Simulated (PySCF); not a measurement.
**Ionisation energy of Al by level of theory**

Al [Ne] 3s2 3p1 (2P) → Al⁺ [Ne] 3s2 (1S), as a difference of total energies. Calculation: PySCF 2.14, in aug-cc-pCVTZ-DK with one added diffuse shell each of s, p, d, f type (9s8p6d4f, 91 functions); the spin-free X2C one-electron Hamiltonian (Gaussian nucleus). Correlated levels: nothing frozen. The calculations carry no spin-orbit coupling.

| method | ionisation energy (eV) |
| --- | --- |
| UHF | 5.589 |
| MP2 (all electrons) | 5.796 |
| SCS-MP2 (all electrons) | 5.784 |
| CCSD (all electrons) | 5.898 |
| CCSD(T) (all electrons) | 5.924 |

Q: How much does correlation contribute at CCSD(T) (all electrons)?

A: 5.924 − (5.589) = 0.335 eV, measured against UHF.

A first-order spin-orbit estimate (lowest level to lowest level, LS coupling) adds 0.008 eV.

Errors of the correlated levels include the incompleteness of this basis.

For comparison: 5.986 eV (measured; NIST Atomic Spectra Database, ionization energies).
